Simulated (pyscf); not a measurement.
Single points on ωB97X-D3(BJ)/def2-SVP structures (PySCF, gas phase).

Question: Estimate by transition-state theory the rate constant of •H₂Si–NH–SiH₃ + ammonia (NH₃) → H₃Si–NH–SiH₃ + amino radical (NH₂•) (doublet surface; H–N broken, H–Si formed) at 1200 K, with ωB97M-D3(BJ)/def2-TZVP energies (ideal gas, 1 atm, RRHO with modes under 100 cm⁻¹ raised to 100, one conformer, R ln 2 for chiral ones without a mode under 150 cm⁻¹; no tunnelling).

Answer: The electronic barrier is 22.5 kcal/mol and the thermal terms add +33.1, so ΔG‡ = 55.6 kcal/mol. With k_BT/h = 2.50e+13 s⁻¹ and RT = 2.385 kcal/mol, and a volume of 1.64e-19 cm³ per molecule at 1 atm, k = 3.0e-16 cm³ molecule⁻¹ s⁻¹. Wigner's tunnelling factor for 950i cm⁻¹ would be 1.05. A shift of 1 kcal/mol in the barrier changes k by a factor 1.5. One saddle was located; it need not be the lowest between these sides. The angle at the transferred H is 153°.
